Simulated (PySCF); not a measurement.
Run record: geometry optimisation, `BC` (CH5B).

Computed with PBE0-D3(BJ)/def2-SVP geometry optimisation, gas phase (PySCF 2.14.0). Start geometry: GFN2-xTB. The input is one job of a driver script: a line of settings, then coordinates in Å.

Command:
```bash
OMP_NUM_THREADS=1 python probes_run.py task.json out
```

Input:
```
{"job": {"xc": "PBE0", "basis": "def2-SVP", "d3": "d3bj", "grid": 1, "shake": 0.01, "kind": "geom"}, "charge": 0, "multiplicity": 1}
B      0.915510     0.071220     0.004110
C     -0.663190    -0.107230    -0.013980
H      1.608280    -0.809490    -0.123570
H      1.363200     1.178210     0.124350
H     -1.095160     0.267290     0.904010
H     -0.993370    -1.124400    -0.143740
H     -1.101310     0.495300    -0.801110
```

Output:
```
step   0  E = -65.79206742  max force = 0.045948
step   1  E = -65.79692615  max force = 0.007508
step   2  E = -65.79711374  max force = 0.002065
step   3  E = -65.79713789  max force = 0.000912
step   4  E = -65.79714685  max force = 0.000258
optimisation converged
```

Energies in Eh; «max force» is the largest Cartesian gradient component in Eh/bohr.

Question: How much energy does the optimisation release, in kcal/mol?

Answer: E(step 0) − E(last step) = 0.005079 Eh, which is 3.2 kcal/mol.

In short: final energy -65.79715 Eh after 4 steps; dipole 0.78 D.

Question: Where do the atoms end?

Answer: 0.036 Å rms from the input after alignment:
```
atom  x, y, z in Å
B1     0.9916    0.0992   -0.0769
C2    -0.5531   -0.0813   -0.0215
H3     1.7546   -0.8267   -0.2409
H4     1.4675    1.2077    0.0449
H5    -0.9352    0.3416    0.9258
H6    -0.9257   -1.1083   -0.1334
H7    -1.0117    0.5547   -0.8017
```

Question: How long does this job take on one thread of an Arm Neoverse V1, no GPU, shared host with 32 logical CPUs at a one-minute load of 24? And the peak memory of the process?

Answer: About 3.2 s, with 0.26 GiB resident at the peak, the Python interpreter and its libraries included.
Labels such as C1 count atoms from 1, the log's own numbers from 0.
